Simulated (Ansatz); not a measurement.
Basis-set extrapolation for C2H3F3O, SMILES `FCOC(F)F` (PBE0-D4/def2-TZVP geometry, frozen core, the Gaussian-basis code of Ansatz). Multiplicity 1, RHF reference.

|  | def2-TZVPP | def2-QZVPP |
| --- | --- | --- |
| HF | -450.859984 | -450.879749 |
| MP2 correlation | -1.305603 | -1.419186 |
| CCSD(T) correlation | -1.366195 | not run |

Energies in hartree. Use E(X) = E(∞) + A·exp(−7.88·√X) for Hartree–Fock and E(X) = E(∞) + B·X^(−2.97) for correlation, with X = 3 and 4, and add CCSD(T) minus MP2 of the smaller set to the MP2 limit.

**Question.** What is the CCSD(T) energy at the basis-set limit?

**Answer.** HF limit: -450.879749 + (-0.019765) × 0.13774 = -450.88247. MP2 limit: -1.419186 + (-0.113583) × 0.74074 = -1.50332. Higher-order term: -1.366195 − (-1.305603) = -0.06059. Total: -452.44638 hartree, 578.1 kJ/mol below CCSD(T)/def2-TZVPP.
